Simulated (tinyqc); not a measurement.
The integration grid: Kohn-Sham M06L on finer and finer grids in the sto-3g basis, for BH2+, spin multiplicity 1. Computed by the program tinyqc with PySCF. Self-consistent on each grid; the net force on the molecule should vanish.

Geometry (angstrom):
```
atom,x,y,z
B,0.0000,0.0000,0.0000
H,0.0000,1.0710,0.5720
H,0.0000,-1.0710,0.5720
```

Kohn-Sham energy on Becke grids (radial x angular points per atom):
```
grid,points,residual of the electron count,E (hartree),E - finest (mhartree),largest net force without grid terms (hartree/bohr)
10 x 14,416,5.30e-03,-25.207322,61.077627,5.90e-03
15 x 26,1164,-4.96e-03,-25.273750,-5.350709,2.04e-02
20 x 50,2992,1.17e-04,-25.266145,2.254023,2.59e-02
30 x 86,7722,1.14e-04,-25.269963,-1.563696,8.81e-04
50 x 194,29078,4.71e-08,-25.268509,-0.109524,1.79e-03
75 x 302,67898,5.07e-07,-25.268378,0.021070,2.59e-04
120 x 590,212164,-1.78e-09,-25.268399,0.000000,2.44e-05
```

What does the comparison show, and why?

The energy is within 0.1 mhartree of the finest grid first at 75 x 302. The error has both signs, since quadrature is not variational. The electron count and the net force are cheap signs of a poor grid.
